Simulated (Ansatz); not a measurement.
Rh (fcc): energy against volume

Theory: Ansatz, DFT, r2SCAN, plane waves (500 eV) with PAW, scalar-relativistic. (PAW data from PBE, frozen cores regenerated.)

The cell is scaled uniformly from the relaxed one, with fractional coordinates and shape fixed. Energies are extrapolated to zero smearing, pressures are those at the given smearing. Magnetic state: non-magnetic.

A Birch-Murnaghan fit gives V₀ = 13.71 Å³/atom, B₀ = 282 GPa, B₀′ = 5.1.

(1) What are the energy above the minimum and the pressure at 12.075 Å³/atom?

(2) What are the energy above the minimum and the pressure at 12.624 Å³/atom?

(3) What are the energy above the minimum and the pressure at 13.172 Å³/atom?

Results:

(1) 223.8 meV/atom and 49.84 GPa as computed.

(2) 90.5 meV/atom and 29.03 GPa as computed.

(3) 20.4 meV/atom and 12.72 GPa as computed.
